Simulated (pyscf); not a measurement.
H₂S + GaH₂• → HS–GaH₂ + H• (substitution at S; doublet surface; H–S broken, Ga–S formed). Optimised with ωB97X-D3(BJ)/def2-SVP in PySCF. MP2 and CC: frozen core, UHF for open shells. ΔMP2 is the change of the MP2 total energy from the triple- to the quadruple-zeta basis. Energies in kJ/mol from the separated reactants.

| level | barrier | reaction energy |
|---|---|---|
| PBE/def2-TZVP | -1.8 | +11.1 |
| M06-2X/def2-TZVP | ___ | +13.3 |
| ωB97M-D3(BJ)/def2-TZVP | 38.0 | +19.3 |
| HF/def2-TZVP | 80.7 | +9.5 |
| MP2/def2-QZVPP | 22.9 | -11.7 |
| CCSD/def2-TZVPP | 41.2 | +17.1 |
| CCSD(T)/def2-TZVPP + ΔMP2(QZVPP) | ___ | ___ |

Question: Complete the blanks.

Answer: 
- M06-2X/def2-TZVP, barrier: 31.0
- CCSD(T)/def2-TZVPP + ΔMP2(QZVPP), barrier: 25.1
- CCSD(T)/def2-TZVPP + ΔMP2(QZVPP), reaction energy: +7.4

On the reactant side the descent ends in an adduct with a Ga–S contact, 52.2 kJ/mol under the separated species and 67.5 kJ/mol under the saddle at ωB97X-D3(BJ)/def2-TZVP. At PBE the saddle lies under the separated reactants, which points to a path from their complex (located at ωB97X-D3(BJ) alone). At PBE this geometry lies under the product side: in single points on another level's saddle the reverse barrier vanishes, and the forward threshold there is about the reaction energy. What is counted as formed (Ga–S) is already present as a longer contact in the reactant adduct; forming that adduct is a step of its own. At ωB97X-D3(BJ) the barrier from the zero used here is 15.3 kJ/mol. One saddle was located; it need not be the lowest between these sides. The angle at the attacked S is 132°. The CCSD(T) − MP2 part came from Ansatz, without density fitting, on the same reference. The frozen core leaves the outer d or s,p core shells of the metals and heavy elements correlated in the MP2 and CC values, and def2-TZVPP describes them poorly, which can shift differences by a few kcal/mol. Elements up to Kr have no core potential and no relativistic terms here.
